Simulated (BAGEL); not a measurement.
**singlet [CF3]+: a chain of runs**

We compute a single-point energy (singlet [CF3]+, HF/def2-SVP), then state gradients and their coupling (doublet CF3, CASSCF(3,3)/def2-SVP) of CF3. 

Program for the calculation: BAGEL 1.2.2.

4 further runs of the same task are left out: 2 that didn't finish, 2 set aside as unsound or not needed.

### 1 The system as given

[CF3]+: 4 atoms, total charge +1, spin state singlet. SMILES of the parent species: `F[C](F)F`. The shape is that of a PBE0-D4/def2-TZVP optimisation. That shape belongs to the parent species and isn't relaxed for this state.

Bond lengths: F1–C2 1.313 Å, C2–F3 1.313 Å, C2–F4 1.313 Å. Angles: F1–C2–F3 111.4°, F1–C2–F4 111.4°, F3–C2–F4 111.4°.

### 2 A single-point energy at HF/def2-SVP (DKH2, density fitting with svp-jkfit) (run 1)

Input file input.json:

```json
{ "bagel": [

{
  "title": "molecule",
  "basis": "svp",
  "df_basis": "svp-jkfit",
  "angstrom": true,
  "dkh": true,
  "finite_nucleus": true,
  "geometry": [
    { "atom": "F", "xyz": [   -1.227500,    0.024900,    0.265400 ] },
    { "atom": "C", "xyz": [   -0.039500,   -0.059500,   -0.286700 ] },
    { "atom": "F", "xyz": [    0.658900,   -1.044900,    0.227300 ] },
    { "atom": "F", "xyz": [    0.608100,    1.079500,   -0.205900 ] }
  ]
},
{ "title": "hf", "charge": 1 },
{ "title": "print", "file": "orbitals.molden", "orbitals": true }

]}
```

Run with:

```sh
$ BAGEL_NUM_THREADS=1 BAGEL input.json > input.out
```

Output:

```text
* using 1 threads per process

  ===============================================================
  ===============================================================

  *** Geometry ***

  { "atom" : "F", "xyz" : [     -2.319639,      0.047054,      0.501533 ] },
  { "atom" : "C", "xyz" : [     -0.074644,     -0.112439,     -0.541784 ] },
  { "atom" : "F", "xyz" : [      1.245141,     -1.974575,      0.429535 ] },
  { "atom" : "F", "xyz" : [      1.149142,      2.039959,     -0.389095 ] },

  Number of auxiliary basis functions:      306

  Since a DF basis is specified, we compute 2- and 3-index integrals:
    o Being stored without compression. Storage requirement is 0.008 GB

  Number of basis functions:       56
  Number of electrons      :       33

    * METHOD: MOLECULE                             0.07

  *** RHF ***

  === Nuclear Repulsion ===
   124.5960265328

      * DIIS with orbital gradients will be used.

  === RHF iteration (svp) ===
      0       -334.77375533          0.03744936           0.02
      1       -334.91649079          0.02879491           0.01
      2       -335.06371975          0.00186645           0.02
      3       -335.06507115          0.00052366           0.02
      4       -335.06520654          0.00012173           0.02
      5       -335.06521580          0.00002968           0.02
      6       -335.06521639          0.00000955           0.02
      7       -335.06521645          0.00000248           0.01
      8       -335.06521645          0.00000109           0.01
      9       -335.06521645          0.00000043           0.01
     10       -335.06521645          0.00000010           0.01
     11       -335.06521645          0.00000003           0.01
     12       -335.06521645          0.00000001           0.01
     13       -335.06521645          0.00000001           0.01
    * SCF iteration converged.

    * Permanent dipole moment:
           (    0.115114,     0.173607,     0.835871) a.u.

    * METHOD: HF                                   0.28

    * METHOD: PRINT                                0.01

  ===============================================================
```

It took 0.48 s on 1 thread of Arm Neoverse V1, shared host.

### 3 Doublet neutral CF3: state gradients and their coupling at CASSCF(3,3)/def2-SVP (DKH2, density fitting with svp-jkfit, 2 states averaged) (run 2)

Input file casscf.json:

```json
{ "bagel" : [

{
  "title" : "molecule",
  "basis" : "svp",
  "df_basis" : "svp-jkfit",
  "angstrom" : "true",
  "dkh" : "true",
  "finite_nucleus" : "true",
  "geometry" : [
    { "atom" : "F", "xyz" : [      -1.227500,       0.024900,       0.265400 ] },
    { "atom" : "C", "xyz" : [      -0.039500,      -0.059500,      -0.286700 ] },
    { "atom" : "F", "xyz" : [       0.658900,      -1.044900,       0.227300 ] },
    { "atom" : "F", "xyz" : [       0.608100,       1.079500,      -0.205900 ] }
  ]
},

{ "title" : "hf", "charge" : 1 },

{
  "title" : "forces",
  "dipole" : "true",
  "grads" : [
    { "title" : "force", "target" : 0 },
    { "title" : "force", "target" : 1 },
    { "title" : "nacme", "target" : 0, "target2" : 1, "nacmtype" : "full" }
  ],
  "method" : [
    {
      "title" : "casscf",
      "nstate" : 2,
      "nact" : 3,
      "nclosed" : 15,
      "nspin" : 1,
      "active" : [5, 17, 19],
      "thresh" : 1.0e-6,
      "maxiter" : 200,
      "natocc" : "true"
    }
  ]
}

]}
```

Run with:

```sh
$ BAGEL_NUM_THREADS=1 BAGEL casscf.json > casscf.out
```

Output:

```text
* using 1 threads per process

  ===============================================================
  ===============================================================

  *** Geometry ***

  { "atom" : "F", "xyz" : [     -2.319639,      0.047054,      0.501533 ] },
  { "atom" : "C", "xyz" : [     -0.074644,     -0.112439,     -0.541784 ] },
  { "atom" : "F", "xyz" : [      1.245141,     -1.974575,      0.429535 ] },
  { "atom" : "F", "xyz" : [      1.149142,      2.039959,     -0.389095 ] },

  Number of auxiliary basis functions:      306

  Since a DF basis is specified, we compute 2- and 3-index integrals:
    o Being stored without compression. Storage requirement is 0.008 GB

  Number of basis functions:       56
  Number of electrons      :       33

    * METHOD: MOLECULE                             0.07

  *** RHF ***

  === Nuclear Repulsion ===
   124.5960265328

[... 8 lines left out ...]
    * SCF iteration converged.
[... 31 lines left out ...]
    * Second-order optimization converged. *
[... 17 lines left out ...]
     * ci vector, state   1, <S^2> = 0.7500
[... 7 lines left out ...]
    * Permanent dipole moment: CASSCF unrelaxed dipole moment: 1
[... 5 lines left out ...]
  * CASSCF dipole moments
[... 3 lines left out ...]
    * State             1 :   (    0.033206,     0.121676,     0.408703) a.u.
[... 14 lines left out ...]
    * Permanent dipole moment: Relaxed
[... 32 lines left out ...]
    * Permanent dipole moment: Relaxed
[... 27 lines left out ...]
    * Permanent dipole moment: Transition dipole moment between 0 - 1
           (    0.336236,    -0.576719,     0.062829) a.u.

    * Oscillator strength for transition between 0 - 1 -0.127097 a.u.

  === CASSCF Z-vector iteration ===

         0      0.0011790472     0.0093125591      0.03
         1      0.0005102619     0.0084052441      0.03
         2      0.0004824942     0.0086297287      0.03
[... 25 lines of this table left out ...]
        28      0.0000000940     0.0000004344      0.03
    * Permanent dipole moment: Relaxed
           (    0.337390,    -0.570644,     0.068722) a.u.

  * Nuclear energy gradient

    o Atom   0
        x          3.0250984621
        y         -4.1062336565
        z          1.1772293878
    o Atom   1
        x         -4.7849687454
        y        -14.0234917506
        z          3.9242605665
    o Atom   2
        x         -7.5543379489
        y          7.0278848276
        z         -6.7478157586
    o Atom   3
        x          9.4447081778
        y         10.8772582650
        z          1.6691926783
  * Gradient computed with                              1.34

    * METHOD: FORCES                               6.62

  ===============================================================
```

Run time: 7.2 s. Hardware: 1 thread of Arm Neoverse V1, shared host.

### 4 Summary of results

| quantity | value |
| --- | --- |
| run 1, HF/def2-SVP: total energy | -335.06522 Eh |
| run 1, HF/def2-SVP: HOMO energy | -27.73 eV |
| run 1, HF/def2-SVP: LUMO energy | -10.06 eV |
| run 1, HF/def2-SVP: HOMO–LUMO gap | 17.67 eV |
| doublet neutral CF3: energy of the lowest of 2 roots | -335.49041 Eh |
| doublet neutral CF3: largest force on an atom | 1933.806 eV/Å |
| doublet neutral CF3: lowest excitation energy within this active space | 11.54 eV |

What this shows: The orbitals (doublet neutral CF3) are averaged over several states, so each root lies above its own optimum (it can stand above Hartree-Fock), and forces and dipoles share that bias. The largest force (doublet neutral CF3) is 1933.81 eV/Å: too large for a shape near rest, so the state or the gradient is in doubt. The brightest of the 1 transitions from the ground state lies at 11.54 eV (107 nm, f = 0.127). The basis has no diffuse functions, so Rydberg states are missing or pushed up, and the true lowest state may lie lower.
